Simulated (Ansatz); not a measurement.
F2S2, SMILES `FS(F)=S`. Total charge 0; spin multiplicity 1.

```json
{"atom": "F1", "x (Å)": "-0.426", "y (Å)": "-0.472", "z (Å)": "-1.299"}
{"atom": "S2", "x (Å)": "0.108", "y (Å)": "0.514", "z (Å)": "-0.149"}
{"atom": "F3", "x (Å)": "1.372", "y (Å)": "-0.430", "z (Å)": "0.151"}
{"atom": "S4", "x (Å)": "-1.054", "y (Å)": "0.388", "z (Å)": "1.297"}
```

(1) What are the harmonic wavenumbers in cm⁻¹ at PBE0-D4/def2-TZVP (Ansatz, finite differences of forces, unscaled)? (An estimate is asked.)

(2) Is this a minimum?

(3) Give the ideal-gas thermochemistry at 298.15 K and 1 bar (rigid rotor, harmonic oscillator; point group Cs, symmetry number 1).

(4) And at 400, 500, 600, 800 and 1000 K?

(5) Rotational constants (cm⁻¹)?

Answers

(1) The calculation gave: 275, 338, 417, 712, 745, 778.

(2) Yes, all 6 modes are real.

(3) Zero-point energy 19.5 kJ/mol; H(298) − E = 33.1 kJ/mol; entropy 292.3 J/(mol·K), of which translation 166.6, rotation 107.1, vibration 18.7; G(298) − E = -54.0 kJ/mol.

(4) 
| T (K) | H − E (kJ/mol) | S (J/mol/K) | G − E (kJ/mol) |
| --- | --- | --- | --- |
| 400 | 39.9 | 311.8 | -84.8 |
| 500 | 47.0 | 327.7 | -116.8 |
| 600 | 54.5 | 341.4 | -150.3 |
| 800 | 70.1 | 363.7 | -220.9 |
| 1000 | 86.0 | 381.5 | -295.5 |

(5) 0.2717, 0.1321, 0.101.
